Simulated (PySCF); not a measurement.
Geometry:
```json
{"atom": "C1", "x (Å)": "0.031", "y (Å)": "-1.502", "z (Å)": "0.155"}
{"atom": "C2", "x (Å)": "0.041", "y (Å)": "0.029", "z (Å)": "0.022"}
{"atom": "C3", "x (Å)": "-0.811", "y (Å)": "0.439", "z (Å)": "-1.191"}
{"atom": "C4", "x (Å)": "1.466", "y (Å)": "0.540", "z (Å)": "-0.135"}
{"atom": "C5", "x (Å)": "-0.648", "y (Å)": "0.582", "z (Å)": "1.244"}
{"atom": "S6", "x (Å)": "-0.070", "y (Å)": "1.631", "z (Å)": "2.328"}
{"atom": "H7", "x (Å)": "0.622", "y (Å)": "-1.827", "z (Å)": "1.025"}
{"atom": "H8", "x (Å)": "-0.992", "y (Å)": "-1.892", "z (Å)": "0.270"}
{"atom": "H9", "x (Å)": "0.468", "y (Å)": "-1.960", "z (Å)": "-0.746"}
{"atom": "H10", "x (Å)": "-0.835", "y (Å)": "1.533", "z (Å)": "-1.304"}
{"atom": "H11", "x (Å)": "-0.384", "y (Å)": "0.008", "z (Å)": "-2.110"}
{"atom": "H12", "x (Å)": "-1.848", "y (Å)": "0.080", "z (Å)": "-1.099"}
{"atom": "H13", "x (Å)": "2.086", "y (Å)": "0.259", "z (Å)": "0.729"}
{"atom": "H14", "x (Å)": "1.488", "y (Å)": "1.638", "z (Å)": "-0.207"}
{"atom": "H15", "x (Å)": "1.921", "y (Å)": "0.119", "z (Å)": "-1.045"}
{"atom": "H16", "x (Å)": "-1.675", "y (Å)": "0.194", "z (Å)": "1.367"}
```

Geometry: PBE0-D3(BJ)/def2-SVP; GIAO shifts from PySCF 2.14, gas phase, non-relativistic, averaged over equivalent atoms.

At mPW1PW91/pcSseg-1 (159 basis functions, 27 s wall time on 1 thread of an Arm Neoverse N1, shared host):
```csv
atoms,δ (ppm)
C5,276.5
C2,51.9
C1/C3/C4,28.3
S6,998.0
H16,11.27
H7/H8/H9/H10/H11/H12/H13/H14/H15,1.15
```

References, each an isolated molecule treated in the same way: ¹³C (σref 183.54), ¹H (σref 31.32) vs TMS; ³³S (σref 492.68) vs CS2.

Question: What do these become at PBE0/def2-TZVP?

Answer: 
```json
{"atoms": "C5", "δ at PBE0/def2-TZVP": "273.7", "change": "-2.8"}
{"atoms": "C2", "δ at PBE0/def2-TZVP": "53.4", "change": "+1.5"}
{"atoms": "C1/C3/C4", "δ at PBE0/def2-TZVP": "28.2", "change": "-0.1"}
{"atoms": "S6", "δ at PBE0/def2-TZVP": "1007.3", "change": "+9.3"}
{"atoms": "H16", "δ at PBE0/def2-TZVP": "11.60", "change": "+0.33"}
{"atoms": "H7/H8/H9/H10/H11/H12/H13/H14/H15", "δ at PBE0/def2-TZVP": "1.15", "change": "+0.00"}
```

Referencing at the same level of theory: ¹³C (σ = 186.65 ppm), ¹H (σ = 31.48 ppm) against TMS; ³³S (σ = 492.14 ppm) vs CS2.

The largest change is at S6 (thione sulfur). Cost: 252 basis functions, 40 s wall time on 1 thread of an x86-64 server CPU, shared host. The order of the carbon signals is the same at both levels.
